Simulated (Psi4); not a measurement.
**BH3S (SMILES BS) at r2SCAN/def2-TZVP**

What is the vertical ionisation energy of BH3S at r2SCAN/def2-TZVP? 

Program for the calculation: Psi4 1.11.

**1. The molecule**

The species is BH3S (5 atoms), meant as a singlet with charge 0. SMILES: `BS`. The coordinates come from a PBE0-D4/def2-TZVP relaxation.

Bond lengths: B1–S2 1.765 Å, B1–H3 1.192 Å, B1–H4 1.190 Å, S2–H5 1.344 Å. Angles: B1–S2–H5 99.2°, S2–B1–H3 115.8°, S2–B1–H4 121.4°, H3–B1–H4 122.7°.

**2. A single-point energy at r2SCAN/def2-TZVP**

Input file input.in:

```
memory 1600 mb

molecule system {
  B     -0.392100    -0.421000     0.088100
  S      0.161700     1.236900    -0.154300
  H     -1.562900    -0.556400     0.264200
  H      0.367100    -1.337600     0.074200
  H      1.476100     1.004400    -0.313600
  symmetry c1
  no_reorient
  no_com
}

set globals {
  basis                def2-TZVP
  puream               true
  e_convergence        1e-09
  d_convergence        1e-08
  scf_type             pk
  dft_radial_points    99
  dft_spherical_points 590
}

e, wfn = energy('r2scan', return_wfn=True)
oeprop(wfn, 'DIPOLE', 'QUADRUPOLE', 'LOWDIN_CHARGES')
```

Launch:

```sh
$ psi4 -n 1 input.in input.out
```

input.out:

```text
[...]
  Running in c1 symmetry.
[...]
  Nuclear repulsion =   43.070548964180013
[...]
  Multiplicity = 1
[...]
  Nalpha       = 12
  Nbeta        = 12
[...]
    Number of basis functions: 86
[...]
   @RKS iter   1:  -424.66077693933835   -2.32412e-01   6.36964e-03 ADIIS/DIIS
[...]
   @RKS iter  11:  -424.82498766438420   -1.64846e-12   2.14637e-09 DIIS
[...]
    Orbital Energies [Eh]
    ---------------------
    Doubly Occupied:
       1A    -88.550701     2A     -7.866008     3A     -6.648440
       4A     -5.810517     5A     -5.805662     6A     -5.805460
       7A     -0.720801     8A     -0.479273     9A     -0.401474
      10A     -0.331902    11A     -0.299816    12A     -0.278511
[...]
  @RKS Final Energy:  -424.82498766438420
   => Energetics <=
    Nuclear Repulsion Energy =             43.0705489641800128
    One-Electron Energy =                -670.1349351050594123
    Two-Electron Energy =                 233.0484485980301486
    DFT Exchange-Correlation Energy =     -30.8090501215349981
    Empirical Dispersion Energy =           0.0000000000000000
    VV10 Nonlocal Energy =                  0.0000000000000000
    Total Energy =                       -424.8249876643841958
[...]
 Multipole Moments:
 ------------------------------------------------------------------------------------
     Multipole            Electronic (a.u.)      Nuclear  (a.u.)        Total (a.u.)
 ------------------------------------------------------------------------------------
 L = 1.  Multiply by 2.5417464519 to convert [e a0] to [Debye]
 Dipole X            :         -1.3450475            1.7139816            0.3689341
 Dipole Y            :        -31.7501979           31.7394621           -0.0107359
 Dipole Z            :          3.7359058           -3.7860663           -0.0501605
 Magnitude           :                                                    0.3724832
 L = 2.  Multiply by 1.3450342976 to convert [e a0^2] to [Debye ang]
 Quadrupole XX       :        -35.4957344           21.2240964          -14.2716379
 Quadrupole XY       :        -20.3089880           21.0215646            0.7125766
[...]
```

Wall time 14 s (1 thread of AMD EPYC 9R45 (Zen 5), shared host); peak memory 0.86 GiB.

**3. The doublet cation, same level**

Input file calc.inp:

```
memory 1600 mb

molecule molecule1 {
  1 2
  B     -0.392100    -0.421000     0.088100
  S      0.161700     1.236900    -0.154300
  H     -1.562900    -0.556400     0.264200
  H      0.367100    -1.337600     0.074200
  H      1.476100     1.004400    -0.313600
  symmetry c1
}

set {
  basis                def2-TZVP
  reference            uks
  puream               true
  e_convergence        1e-09
  d_convergence        1e-08
  scf_type             pk
  dft_radial_points    99
  dft_spherical_points 590
  maxiter              200
}

E, wfn = energy("r2scan", return_wfn=True)
oeprop(wfn, "LOWDIN_CHARGES", "DIPOLE", "QUADRUPOLE", title="R2SCAN")
```

Launch:

```sh
$ psi4 -n 1 calc.inp calc.out
```

calc.out:

```text
[...]
  Running in c1 symmetry.
[...]
  Nuclear repulsion =   43.070548964180006
[...]
  Multiplicity = 2
[...]
  Nalpha       = 12
  Nbeta        = 11
[...]
    Number of basis functions: 86
[...]
   @UKS iter   1:  -424.31126223310866    1.17103e-01   4.97139e-03 ADIIS/DIIS
[...]
   @UKS iter  13:  -424.42140582746981   -2.10321e-12   3.17407e-09 DIIS
[...]
   @S^2 Observed:                7.576619346E-01
[...]
    Orbital Energies [Eh]
    ---------------------
    Alpha Occupied:
       1A    -88.907063     2A     -8.217166     3A     -6.915018
       4A     -6.170197     5A     -6.158176     6A     -6.153378
       7A     -1.057980     8A     -0.759907     9A     -0.679868
      10A     -0.632092    11A     -0.600420    12A     -0.554534
    Alpha Virtual:
      13A     -0.333395    14A     -0.266143    15A     -0.186750
      16A     -0.133010    17A     -0.093841    18A     -0.057155
      19A     -0.054069    20A     -0.047401    21A     -0.039651
      22A     -0.022685    23A      0.015165    24A      0.036026
      25A      0.054613    26A      0.115373    27A      0.173702
[...]
  @UKS Final Energy:  -424.42140582746981
   => Energetics <=
    Nuclear Repulsion Energy =             43.0705489641800057
    One-Electron Energy =                -662.6243456693453027
    Two-Electron Energy =                 225.6752683641657882
    DFT Exchange-Correlation Energy =     -30.5428774864703598
    Empirical Dispersion Energy =           0.0000000000000000
    VV10 Nonlocal Energy =                  0.0000000000000000
    Total Energy =                       -424.4214058274698118
[...]
 Multipole Moments:
 ------------------------------------------------------------------------------------
     Multipole            Electronic (a.u.)      Nuclear  (a.u.)        Total (a.u.)
 ------------------------------------------------------------------------------------
 L = 1.  Multiply by 2.5417464519 to convert [e a0] to [Debye]
 Dipole X            :         -0.1481437            0.5944334            0.4462897
 Dipole Y            :          1.6713475           -1.7936679           -0.1223203
 Dipole Z            :         -0.1463129            0.0965434           -0.0497695
 Magnitude           :                                                    0.4654178
 L = 2.  Multiply by 1.3450342976 to convert [e a0^2] to [Debye ang]
 Quadrupole XX       :        -31.7949253           21.1164139          -10.6785114
 Quadrupole XY       :        -17.5675306           18.7104367            1.1429061
[...]
```

It took 27 s on 1 thread of AMD EPYC 9R45 (Zen 5), shared host; peak memory 0.85 GiB.

**4. What came out**

Level: r2SCAN/def2-TZVP.

| quantity | value |
| --- | --- |
| singlet BH3S: total energy | -424.82499 Eh |
| singlet BH3S: dipole moment | 0.95 D |
| singlet BH3S: HOMO energy | -7.58 eV |
| singlet BH3S: LUMO energy | -1.92 eV |
| singlet BH3S: HOMO–LUMO gap | 5.65 eV |
| doublet cation: total energy | -424.42141 Eh |
| doublet cation: HOMO energy (highest over α and β) | -15.03 eV |
| doublet cation: LUMO energy (lowest over α and β) | -14.20 eV |
| doublet cation: ⟨S²⟩ | 0.758 |
| vertical ionisation energy (to the doublet cation) | 10.982 eV |

What this shows: The vertical ionisation energy comes to 10.98 eV (253 kcal/mol). The negative HOMO energy of the first species, 7.58 eV, lies 3.40 eV below that difference.
